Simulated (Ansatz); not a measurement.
Scan of [NH₂···H···H], doublet

Starting geometry:

```xyz
5

N    -0.1499   -0.0316   -0.0492
H    -0.4471    0.9362   -0.0492
H    -0.4471   -0.4339    0.8311
H     0.8626   -0.0316   -0.0492
H     2.1141   -0.0316   -0.0492
```

From there H4 is moved from one fragment to the other while all else, the fragments' distance too, stays fixed, so the hump isn't the reaction's barrier; atoms are numbered as listed. Energies are in kJ/mol, counted from the starting geometry at the same level. Kohn–Sham curves are unrestricted where that lies lower.

Basis 6-31G; Ansatz 0.2.0. Only valence electrons are correlated (noble-gas cores frozen).

Full CI is exact within this basis and frozen core; it isn't the basis-set limit.

```json
{"distance N1-H4 (Å)": "0.942", "r2SCAN": "19.4"}
{"distance N1-H4 (Å)": "1.012", "r2SCAN": "0.0"}
{"distance N1-H4 (Å)": "1.085", "r2SCAN": "-0.8"}
{"distance N1-H4 (Å)": "1.157", "r2SCAN": "7.1"}
{"distance N1-H4 (Å)": "1.230", "r2SCAN": "16.0"}
{"distance N1-H4 (Å)": "1.302", "r2SCAN": "20.6"}
{"distance N1-H4 (Å)": "1.374", "r2SCAN": "20.4"}
{"distance N1-H4 (Å)": "1.447", "r2SCAN": "18.4"}
{"distance N1-H4 (Å)": "1.519", "r2SCAN": "20.9"}
```

**Question.** Estimate the full CI curve in 6-31G from this one, knowing how r2SCAN errs.

**Answer.** The computed full CI values, in kJ/mol from the starting point, and the error of r2SCAN against them:
```json
{"distance N1-H4 (Å)": "0.942", "full CI": "14.0", "r2SCAN less full CI": "5.4"}
{"distance N1-H4 (Å)": "1.012", "full CI": "0.0", "r2SCAN less full CI": "0.0"}
{"distance N1-H4 (Å)": "1.085", "full CI": "5.7", "r2SCAN less full CI": "-6.5"}
{"distance N1-H4 (Å)": "1.157", "full CI": "20.1", "r2SCAN less full CI": "-13.0"}
{"distance N1-H4 (Å)": "1.230", "full CI": "34.0", "r2SCAN less full CI": "-18.1"}
{"distance N1-H4 (Å)": "1.302", "full CI": "40.3", "r2SCAN less full CI": "-19.7"}
{"distance N1-H4 (Å)": "1.374", "full CI": "37.4", "r2SCAN less full CI": "-17.0"}
{"distance N1-H4 (Å)": "1.447", "full CI": "29.2", "r2SCAN less full CI": "-10.8"}
{"distance N1-H4 (Å)": "1.519", "full CI": "24.3", "r2SCAN less full CI": "-3.4"}
```

The error spans 25.1 kJ/mol and is largest, -19.7 kJ/mol, at 1.302 Å.

In so small a basis the reference is far from its limit while semilocal and hybrid functionals are nearer theirs, so the functionals' errors here hold much of the reference's basis and frozen-core error, which can add to them or hide them.
